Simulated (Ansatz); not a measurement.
**SiN (quartet): wave-function methods side by side at distance Si1–N2 = 2.033 Å, cc-pVDZ**

Aim: climb from Hartree-Fock through coupled cluster and multireference methods for SiN (quartet) at one geometry and basis, and see what each rung misses.

Program: Ansatz 0.2.0, Gaussian basis. Level of theory: cc-pVDZ, core rule «outside noble gas», up to 6 orbitals frozen. These are calculated values, not measurements.

Plan: UHF; CCSD(T) on ROHF; CCSD(T) on UHF; BCCD(T) on ROHF; CISD as a restricted active space (open shells left free, so some higher excitations enter); CCSDT(Q) on ROHF; CCSDT(Q) on UHF; CISDTQ; CCSDTQ on ROHF; CCSDTQ on UHF; CASSCF and MRCISD+Q, 5 electrons in 5 orbitals; CASSCF and NEVPT2, 5 electrons in 5 orbitals; CASSCF and MRCISD+Q, 9 electrons in 8 orbitals; CASSCF and MRCISD+Q(relaxed), 9 electrons in 8 orbitals; CASSCF and NEVPT2, 9 electrons in 8 orbitals; Full CI.

1 further run of the same task is left out (it didn't finish). Runs told in other sessions of the task aren't counted.

## 1. What is computed

The geometry derives from a PBE0/def2-TZVP stationary point (not a proven minimum). One bond is set to the value named and the two fragments are kept rigid.

2 atoms, charge 0, spin multiplicity 4.

Atoms are counted from 1 here; the program's logs count them from 0.

Bond lengths: Si1–N2 2.033 Å.

## 2. UHF

in.yaml reads:

```yaml
crystal:
  periodic: [false, false, false]
  atoms:
    - {symbol: Si, position_ang: [0.000000, 0.000000, 0.000000]}
    - {symbol: N, position_ang: [0.000000, 0.000000, 2.033000]}
basis:
  gaussian: {orbitals: cc-pVDZ}
magnetization: {spin_polarized: true, initial_magnetization: 3}
hamiltonian: {xc: hf}
output: {orbitals: {seedname: orbitals}}
```

Run with:

```bash
$ ansatz run in.yaml --threads 1 --pin off --events-out ev --progress --plain --max-ram 3328MiB --backend cpu
```

Further steps of the session: CCSD(T) on ROHF; CCSD(T) on UHF; BCCD(T) on ROHF; CISD as a restricted active space (open shells left free, so some higher excitations enter); CCSDT(Q) on ROHF; CCSDT(Q) on UHF; CISDTQ; CCSDTQ on ROHF; CCSDTQ on UHF; CASSCF and MRCISD+Q, 5 electrons in 5 orbitals; CASSCF and NEVPT2, 5 electrons in 5 orbitals; CASSCF and MRCISD+Q, 9 electrons in 8 orbitals; CASSCF and MRCISD+Q(relaxed), 9 electrons in 8 orbitals; CASSCF and NEVPT2, 9 electrons in 8 orbitals; Full CI.

Q: Predict the results of all the runs planned. Wanted: FCI from the RHF energy; RMP2 from FCI; UMP2 from FCI; RCCSD from FCI; RCCSD(T) from FCI; UCCSD(T) from FCI; RCCSDT(Q) from FCI; UCCSDT(Q) from FCI; NEVPT2 pair from FCI.

The runs gave:

```
                         quantity                                                                                                                       value
          FCI from the ROHF energy                                                                                                                  -5.5639 eV
                    RMP2 from FCI                                                                                                               +112.7 kJ/mol
                    UMP2 from FCI                                                                                                               +116.0 kJ/mol
                   RCCSD from FCI                                                                                                                +19.2 kJ/mol
                RCCSD(T) from FCI                                                                                                                 +5.1 kJ/mol
                UCCSD(T) from FCI                                                                                                                 +5.2 kJ/mol
               RCCSDT(Q) from FCI                                                                                                                 +0.1 kJ/mol
               UCCSDT(Q) from FCI                                                                                                                 -0.1 kJ/mol
             NEVPT2 pair from FCI                                                                                                               +100.4 kJ/mol
           MRCISD+Q pair from FCI                                                                                                                 -1.1 kJ/mol
          NEVPT2 valence from FCI                                                                                                                +86.7 kJ/mol
levels within 1 kcal/mol (43 meV)  RCCSDT, UCCSDT, CISDTQ, RCCSDT(Q), UCCSDT(Q), RCCSDTQ, UCCSDTQ, MRCISD+Q pair, MRCISD+Q valence, MRCISD+Q(relaxed) valence
                    T1 diagnostic                                                                                                                       0.030
   effectively unpaired electrons                                                                                                                        3.11
```

What this shows: RCCSD(T) misses by +5.1 kJ/mol, 1.0 % of the correlation energy. MRCISD+Q pair, MRCISD+Q(relaxed) valence fall below full CI: the +Q correction isn't variational, and the cores differ from full CI's. One determinant dominates. Of the multireference levels listed MRCISD+Q pair comes nearest in total energy (-1.1 kJ/mol), which doesn't show that its space is the better one. These misses are within one basis, not against nature; the frozen cores of restricted and unrestricted runs differ, which can shift their rows.

Levels on UHF freeze UHF's core orbitals, full CI those of ROHF, so the U rows can settle a little off it for that reason alone.

With open shells the CI space here admits some higher excitations, so it is larger than plain CISD.
